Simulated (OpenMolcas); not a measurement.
# CH3F (fluoromethane): entropy by statistical mechanics

A singlet with charge 0, relaxed at HF/cc-pVTZ (OpenMolcas 26.06):

```xyz
5

C    -0.0503    0.0327    0.0077
F     1.0805   -0.7017   -0.1665
H    -0.9087   -0.6213   -0.0576
H    -0.1028    0.7875   -0.7645
H    -0.0187    0.5028    0.9807
```

Harmonic wavenumbers in cm⁻¹: 1173, 1306, 1306, 1619, 1619, 1619, 3180, 3257, 3257.

Masses in u: C 12.011, F 18.998, H 1.008. Take T = 298.15 K, p = 1 bar, R = 8.3145 J/(mol K), kT/hc = 207.22 cm⁻¹, rigid rotor and harmonic oscillator.

Problem. Compute the standard molar entropy.

Solution. 
1. Translation (Sackur–Tetrode): S = R[3/2 ln M + 5/2 ln T − 1.1517] with M = 34.033 gives 152.8 J/(mol K).
2. Rotation: principal moments 3.159, 19.052, 19.052 u Å² give A, B, C = 5.3365, 0.8848, 0.8848 cm⁻¹; the symmetry number is σ = 3; q = (√π/σ)√((kT/hc)³/ABC) = 862; S = R(ln q + 3/2) = 68.7.
3. Vibration: with u = ν̃/207.22, each mode gives R[u/(eᵘ − 1) − ln(1 − e⁻ᵘ)]; the sum is 0.5, most from 1173 cm⁻¹ (0.2), 1306 cm⁻¹ (0.1), 1306 cm⁻¹ (0.1).
4. Spin: R ln 1 = 0.0.
5. Sum: 152.8 + 68.7 + 0.5 + 0.0 = 222.0 J/(mol K).

The tabulated value is 222.9 J/(mol K) (CRC Handbook of Chemistry and Physics): the model is off by -0.9. Unscaled Hartree–Fock wavenumbers run high.
